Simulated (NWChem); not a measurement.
isobutene (C₄H₈) in NWChem

```xyz
12

C     -1.2771     0.0000    -0.6812
C      0.0000     0.0000     0.1208
C      1.2771     0.0000    -0.6812
C      0.0000     0.0000     1.4702
H     -1.3299    -0.8886    -1.3479
H     -1.3299     0.8886    -1.3479
H     -2.1762     0.0000    -0.0350
H      1.3299    -0.8886    -1.3479
H      2.1762     0.0000    -0.0350
H      1.3299     0.8886    -1.3479
H      0.9401     0.0000     2.0449
H     -0.9401     0.0000     2.0449
```
Charge 0, spin multiplicity 1.

All runs are NWChem calculations. Structure: optimised with PBE/def2-SVP, a minimum by its harmonic frequencies.

Symmetry labels belong to the abelian group C2v used in the runs, with the axes of the coordinates shown.

The Pople sets run with spherical d functions.

List the lowest 6 singlet excitations that TD-PBE/6-31+G* (spherical d) gives, with oscillator strengths.


```
state  symmetry  energy (eV)  wavelength (nm)      f
-----  --------  -----------  ---------------  -----
1            b2         5.79              214  0.001
2            a1         6.30              197  0.236
3            a2         6.44              192  0.000
4            b2         6.52              190  0.031
5            a2         6.89              180  0.000
6            b2         7.07              175  0.001
```
